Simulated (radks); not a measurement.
# F²⁺ in [He] 2p3 3p2: an all-electron calculation

Aim: the levels, the sizes of the orbitals and the parts of the energy of the fluorine ion F2+.

Program: radks (a radial shooting solver on a logarithmic mesh, Libxc functionals) version 1. Level of theory: scalar-relativistic Kohn-Sham, LDA (Slater exchange, Perdew-Wang correlation), spin-polarised, spherical densities, finite nucleus; open shells are filled with parallel spins first. These are calculated values, not measurements, unless marked.

## (1) The atom as given

| Property | Result |
| --- | --- |
| element | fluorine (Z = 9) |
| charge | +2 |
| electrons | 7 |
| configuration | [He] 2p3 3p2 |
| nuclear rms radius | 2.8976 fm |

The outer shells:

F²⁺
```
[He] core
2p [↑ ][↑ ][↑ ]
3p [↑ ][↑ ][  ]
```

## (2) The run

The run's settings:

```text
Z 9
configuration [He] 2p3 3p2
relativity scalar-relativistic
functional lda,pw
spin polarised
nucleus finite rms 2.8976 fm
c 137.035999084
```

The run is started by

```bash
$ python run_ks.py task.json out
```

This one command runs every case of the session in turn.

**Question.** What will this run give?

As calculated:

| quantity | value |
| --- | --- |
| total energy | -92.74230 hartree |
| exchange-correlation share of it | 8.54 % |
| −T/E | 0.9991 |
| highest occupied level | 3p up, -19.553 eV |
| most extended occupied level | 3p up, <r> = 2.57 bohr |
| radius at density 0.001 e/bohr³ | 4.08 bohr |
| maxima of the radial density | 3 |

The radial density shows 3 maxima for 3 occupied principal shells. This is not the tabulated ground configuration, so its levels and sizes aren't those of the ground state, and no measured value stands beside it.
